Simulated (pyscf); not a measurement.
GeH₄ (SMILES [GeH4]) + HCl (SMILES Cl) → GeH₂ (SMILES [GeH2]) [singlet] + HCl (SMILES Cl) + H₂ (SMILES [H][H]) (multi-bond step; singlet surface; Ge–H, Ge–H, Cl–H broken, Cl–H, H–H formed). Single points on ωB97X-D3(BJ)/def2-SVP structures (PySCF, gas phase). Energies in kcal/mol from the separated reactants.

```
level                   barrier  reaction energy
----------------------  -------  ---------------
ωB97X-D3(BJ)/def2-TZVP     56.7            +47.2
PBE/def2-TZVP              42.9            +43.8
r²SCAN/def2-TZVP           48.1            +48.1
PBE0-D3(BJ)/def2-TZVP      49.4            +47.3
ωB97M-D3(BJ)/def2-TZVP     56.0            +43.1
HF/def2-TZVP               76.2            +43.9
```

On the product side the descent ends in a bound adduct, 10.0 kcal/mol under the separated species and 19.5 kcal/mol under the saddle at ωB97X-D3(BJ)/def2-TZVP. At PBE the saddle lies under the separated products, which points to a path from their complex (located at ωB97X-D3(BJ) alone), and parting the products costs more than the saddle. The same reactants have a lower exit, to Cl–GeH₃ + H₂ (barrier +41.6 kcal/mol at ωB97M-D3(BJ)/def2-TZVP, against +56.0 kcal/mol here). One saddle was located; it need not be the lowest between these sides. Elements up to Kr have no core potential and no relativistic terms here.
